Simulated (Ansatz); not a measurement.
Relaxation of C$_{3}$H$_{2}$FN (7 atoms, charge 0, multiplicity 1), to a largest force component of 0.02 eV/Å in at most 40 steps.

These are results of RKS PBE0-D4/def2-SVP (Ansatz), not measurements.

```xyz
7
Properties=species:S:1:pos:R:3
N 0.699 -2.154 1.318
C 0.366 -1.058 0.913
C -0.007 0.233 0.416
C -0.180 0.456 -0.858
F -0.578 1.665 -1.319
H -0.006 1.067 1.136
H -0.233 -0.277 -1.653
```

Task: Where does it end, and by what steps?

Result: It converged. After 8 steps the energy has fallen by 0.293 eV; N1 moved furthest, 0.06 Å.

```tsv
step	energy less start (eV)	largest force component (eV/Å)	accepted
0	0.0000	5.302	yes
1	-0.1774	1.320	yes
2	-0.2605	1.276	yes
3	-0.2771	0.812	yes
4	-0.2884	0.175	yes
5	-0.2912	0.097	yes
6	-0.2926	0.022	yes
7	-0.2927	0.021	yes
8	-0.2927	0.003	yes
```

```xyz
7
Properties=species:S:1:pos:R:3
N 0.669 -2.111 1.291
C 0.382 -1.059 0.897
C 0.032 0.237 0.429
C -0.235 0.458 -0.863
F -0.560 1.653 -1.303
H -0.017 1.060 1.148
H -0.210 -0.307 -1.645
```

Time of the run: 11 s on 1 CPU thread of a shared host.
